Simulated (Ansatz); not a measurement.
# C4H9N: a ladder of functionals and wavefunction methods

An exercise on one series of results from a longer session: the logs are not shown, and one member is left open.

Method: functionals in def2-TZVPP, the program's frozen cores in correlated methods; program: Ansatz 0.2.0, Gaussian basis.

The runs, in order: PBE-D4, r2SCAN-D4, PBE0-D4, B3LYP-D4, ωB97X-V, ωB97M-V, B2PLYP; CCSD(T)/def2-TZVPP; MP2/def2-QZVPP; extrapolation to the limit.

### Structure used throughout

The geometry comes from an earlier relaxation with PBE0-D4 in a triple-zeta def2 set; it is a stationary point, not always the lowest conformer.

SMILES `CC1CCN1`, 14 atoms, charge 0, spin multiplicity 1.

Atoms are counted from 1 here; the program's logs count them from 0.

Bond lengths: C1–C2 1.514 Å, C1–H6 1.094 Å, C1–H7 1.094 Å, C1–H8 1.094 Å, C2–C3 1.542 Å, C2–N5 1.477 Å, C2–H9 1.096 Å, C3–C4 1.536 Å, C3–H10 1.090 Å, C3–H11 1.090 Å, C4–N5 1.472 Å, C4–H12 1.097 Å, C4–H13 1.093 Å, N5–H14 1.013 Å. Angles: C2–C1–H6 110.8°, C2–C1–H7 110.9°, C2–C1–H8 111.1°, H6–C1–H7 107.7°, H6–C1–H8 108.2°, H7–C1–H8 108.0°, C1–C2–C3 114.5°, C1–C2–N5 115.1°, C1–C2–H9 109.6°, C3–C2–N5 88.7°, C3–C2–H9 115.3°, N5–C2–H9 112.5°, C2–C3–C4 86.4°, C2–C3–H10 116.5°, C2–C3–H11 113.0°, C4–C3–H10 117.3°, C4–C3–H11 112.9°, H10–C3–H11 109.4° and more.

Set-up of the first run:

Contents of in.yaml:

```yaml
crystal:
  periodic: [false, false, false]
  atoms:
    - {symbol: C, position_ang: [-1.227096, 0.802211, -0.684925]}
    - {symbol: C, position_ang: [-0.397732, 0.396911, 0.514677]}
    - {symbol: C, position_ang: [1.124418, 0.401262, 0.269851]}
    - {symbol: C, position_ang: [1.007648, -1.124332, 0.129362]}
    - {symbol: N, position_ang: [-0.319662, -1.057177, 0.761350]}
    - {symbol: H, position_ang: [-2.282285, 0.559450, -0.528255]}
    - {symbol: H, position_ang: [-1.156884, 1.879273, -0.861901]}
    - {symbol: H, position_ang: [-0.889508, 0.288079, -1.590079]}
    - {symbol: H, position_ang: [-0.731494, 0.954519, 1.396715]}
    - {symbol: H, position_ang: [1.474939, 0.957669, -0.599658]}
    - {symbol: H, position_ang: [1.695759, 0.703148, 1.147312]}
    - {symbol: H, position_ang: [0.999455, -1.451857, -0.917623]}
    - {symbol: H, position_ang: [1.734934, -1.731581, 0.674623]}
    - {symbol: H, position_ang: [-1.045393, -1.606577, 0.317453]}
basis:
  gaussian: {orbitals: def2-TZVPP}
hamiltonian: {xc: pbe, dispersion: d4}
output: {forces: true, orbitals: {seedname: orbitals}}
```

On the command line:

```sh
> ansatz run in.yaml --threads 4 --pin off --events-out ev --progress --plain --max-ram 10444MiB
```

Among the steps run: PBE-D4 (GGA); r2SCAN-D4 (meta-GGA); PBE0-D4 (hybrid); B3LYP-D4 (hybrid); ωB97X-V (range-separated); ωB97M-V (range-separated); B2PLYP (double hybrid); CCSD(T) in def2-TZVPP; MP2 in def2-QZVPP.

One of the session's tables, all rows but one given; the rest of the session is left out.

```
            method  atomisation energy (kJ/mol)
            PBE-D4                            ?
         r2SCAN-D4                       5499.7
           PBE0-D4                       5551.4
          B3LYP-D4                       5508.3
           ωB97X-V                       5520.2
           ωB97M-V                       5522.5
            B2PLYP                       5447.3
     HF/def2-TZVPP                       4013.4
    MP2/def2-TZVPP                       5428.5
   CCSD/def2-TZVPP                       5290.9
CCSD(T)/def2-TZVPP                       5365.2
           MP2/CBS                       5557.5
       CCSD(T)/CBS                       5494.1
```

Q: Estimate the row for PBE-D4 from the others.

The run gave: atomisation energy (kJ/mol): 5634.2. In the column «atomisation energy (kJ/mol)» it is the highest.

Limits of these values: Free atoms (4 C, 1 N, 9 H) were run apart at each level; the atomisation energy is their sum less the molecule, without zero-point or spin-orbit terms.
